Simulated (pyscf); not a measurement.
H₃C–Si:–Cl [singlet] + hydrogen (H₂) -> H₃C–SiH₂–Cl (insertion; singlet surface; H–H broken, H–Si, H–Si formed). Optimised with ωB97X-D3(BJ)/def2-SVP in PySCF. Energies in kcal/mol from the separated reactants.

```
level                   barrier  reaction energy
----------------------  -------  ---------------
PBE/def2-TZVP              14.7            -47.1
r²SCAN/def2-TZVP           14.3            -52.6
B3LYP-D3(BJ)/def2-TZVP     20.8            -48.4
PBE0-D3(BJ)/def2-TZVP      15.7            -52.1
ωB97M-D3(BJ)/def2-TZVP        ?                ?
HF/def2-TZVP                  ?            -54.2
```

Question: Complete the blanks.

Answer: 
- ωB97M-D3(BJ)/def2-TZVP, barrier: 22.2
- ωB97M-D3(BJ)/def2-TZVP, reaction energy: -48.7
- HF/def2-TZVP, barrier: 34.4

The functionals in the table span 7.8 kcal/mol in this barrier, from r²SCAN to ωB97M-D3(BJ)/def2-TZVP. This is the saddle that the search found; another between the same sides may lie lower.
